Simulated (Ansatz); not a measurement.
System: methanol, CH$_{4}$O, net charge 0, singlet state. 
Geometry from a B3LYP-D3(BJ)/def2-TZVP (Ansatz, a quantum-chemistry and plane-wave program) optimisation:
SMILES: OC
```xyz
6

C     -0.0525     0.6636    -0.0008
O     -0.0399    -0.7570     0.0018
H     -1.0978     0.9691     0.0075
H      0.8740    -1.0577    -0.0054
H      0.4365     1.0833     0.8854
H      0.4213     1.0799    -0.8968
```
Charge 0, spin multiplicity 1.

Atomisation energy built up term by term with Ansatz (kcal/mol; UHF references for open shells; valence terms freeze the core; atomic spin-orbit terms are left out). CBS marks a two-point X^-3 extrapolation of the correlation energy; Hartree-Fock from the larger set.

| term | basis | kcal/mol |
|---|---|---|
| Hartree-Fock | cc-pVQZ | ___ |
| CCSD correlation | CBS(cc-pVTZ,cc-pVQZ) | ___ |
| (T) | CBS(cc-pVTZ,cc-pVQZ) | 7.07 |
| CCSDT - CCSD(T) | cc-pVDZ | 0.01 |
| core correlation | cc-pwCVTZ | 1.44 |
| scalar relativity (X2C) | cc-pVTZ-DK against cc-pVTZ | -0.47 |
| sum: De |  | ___ |

Task: Fill in the missing entries.

Result: 
- Hartree-Fock, kcal/mol: 369.10
- CCSD correlation, kcal/mol: 136.31
- sum: De, kcal/mol: 513.5
